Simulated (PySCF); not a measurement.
S₂O₂ (singlet). Level of theory: PBE/[S def2-TZVP, O def2-TZVP], no relativity, density fitting, PySCF.

Harmonic bands of its minimum:

| ω (cm⁻¹) | IR (km/mol) |
| --- | --- |
| 157 | 16.3 |
| 181 | 10.9 |
| 315 | 0.0 |
| 546 | 0.0 |
| 1095 | 277 |
| 1117 | 0.0 |

Question: Infer the point group and assign the bands.

Answer: C2h. The modes span 2bu + au + 3ag: 157 bu, 181 au, 315 ag, 546 ag, 1095 bu, 1117 ag. The computed geometry has S–O 1.495 Å (×2), S–S 2.064 Å; O–S–S 110.7° (×2).

This need not be the most stable arrangement of these atoms.
